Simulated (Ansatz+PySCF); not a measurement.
Results of a calculation; reference values are marked as such.
## Ansatz (development build ahead of 0.2.0) run

```yaml
crystal:
  periodic: [false, false, false]
  atoms:
    - { symbol: "N", position_ang: [0.0, 0.0, -0.24861] }
    - { symbol: H, position_ang: [0.0, 0.0, 1.74028] }
basis:
  gaussian: { orbitals: "6-31G" }
magnetization:
  spin_polarized: true
  initial_magnetization: 2
hamiltonian:
  xc: pbe0
output:
  forces: true
```

The input is written out in the form of the current development build from the run's settings.

The run gave:

```yaml
Converged: yes
Total_energy: -55.03983 hartree
Spin_squared_of_the_determinant: 2.666
Stability_test: minimum
```

Forces (eV/Å):
| atom | Fx | Fy | Fz |
| --- | --- | --- | --- |
| N1 | 0.000 | 0.000 | 1.299 |
| H2 | 0.000 | 0.000 | -1.299 |

Caution: the unrestricted determinant is spin contaminated.
